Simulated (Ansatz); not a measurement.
# C₃H₅F₃: small, medium and large basis sets

An exercise on one series of results from a longer session: the logs are not shown, and one member is left open.

Method: one geometry, several basis sets; program: Ansatz 0.2.0, Gaussian basis.

The runs, in order: PBE0-D4/def2-SVP; ωB97M-V/def2-SVP; PBE0-D4/def2-QZVPP; ωB97M-V/def2-QZVPP; CCSD(T)/cc-pV(D+d)Z; CCSD(T)/cc-pV(T+d)Z; MP2/cc-pV(Q+d)Z; the functionals' def2-TZVPP values are taken from earlier runs.

## Structure used throughout

All runs share one geometry, relaxed beforehand with PBE0-D4 in a triple-zeta def2 set.

SMILES `CCC(F)(F)F`, 11 atoms, charge 0, spin multiplicity 1.

Atoms are counted from 1 here; the program's logs count them from 0.

Bond lengths: C1–C2 1.518 Å, C1–H7 1.091 Å, C1–H8 1.091 Å, C1–H9 1.091 Å, C2–C3 1.504 Å, C2–H10 1.092 Å, C2–H11 1.092 Å, C3–F4 1.342 Å, C3–F5 1.341 Å, C3–F6 1.342 Å. Angles: C2–C1–H7 111.2°, C2–C1–H8 110.1°, C2–C1–H9 111.2°, H7–C1–H8 108.0°, H7–C1–H9 108.2°, H8–C1–H9 108.0°, C1–C2–C3 113.0°, C1–C2–H10 111.4°, C1–C2–H11 111.4°, C3–C2–H10 106.7°, C3–C2–H11 106.7°, H10–C2–H11 107.4°, C2–C3–F4 112.1°, C2–C3–F5 111.4°, C2–C3–F6 112.1°, F4–C3–F5 107.0°, F4–C3–F6 106.9°, F5–C3–F6 107.0°.

Set-up of the first run:

Contents of in.yaml:

```yaml
crystal:
  periodic: [false, false, false]
  atoms:
    - {symbol: C, position_ang: [-0.214272, -1.055587, 0.758438]}
    - {symbol: C, position_ang: [0.285968, -0.307544, -0.463632]}
    - {symbol: C, position_ang: [0.025457, 1.171621, -0.393450]}
    - {symbol: F, position_ang: [-1.284074, 1.448913, -0.298469]}
    - {symbol: F, position_ang: [0.482073, 1.800853, -1.485971]}
    - {symbol: F, position_ang: [0.622784, 1.739210, 0.665691]}
    - {symbol: H, position_ang: [0.274369, -0.699063, 1.666451]}
    - {symbol: H, position_ang: [-0.003375, -2.120978, 0.658090]}
    - {symbol: H, position_ang: [-1.291715, -0.935144, 0.880969]}
    - {symbol: H, position_ang: [1.363783, -0.431018, -0.592018]}
    - {symbol: H, position_ang: [-0.195496, -0.668262, -1.375501]}
basis:
  gaussian: {orbitals: def2-SVP}
hamiltonian: {xc: pbe0, dispersion: d4}
output: {orbitals: {seedname: orbitals}}
```

Launch:

```sh
> ansatz run in.yaml --threads 2 --pin off --events-out ev --progress --plain --max-ram 22528MiB --backend cpu
```

Among the steps run: PBE0-D4 in def2-SVP; ωB97M-V in def2-SVP; PBE0-D4 in def2-QZVPP; ωB97M-V in def2-QZVPP.

One table of the session follows, with a row left open; its other results are not shown here.

| functional | basis | HOMO (eV) | LUMO (eV) |
| --- | --- | --- | --- |
| PBE0-D4 | def2-SVP | -10.17 | 1.87 |
| PBE0-D4 | def2-TZVPP | -10.25 | 1.21 |
| PBE0-D4 | def2-QZVPP | -10.28 | 0.72 |
| ωB97M-V | def2-SVP | -12.53 | 3.50 |
| ωB97M-V | def2-TZVPP | ? | ? |
| ωB97M-V | def2-QZVPP | -12.65 | 1.85 |

Estimate the missing values for ωB97M-V, def2-TZVPP.

The run gave: HOMO (eV): -12.63; LUMO (eV): 2.61. In the column «HOMO (eV)» it lies between ωB97M-V, def2-QZVPP (-12.65) and ωB97M-V, def2-SVP (-12.53).
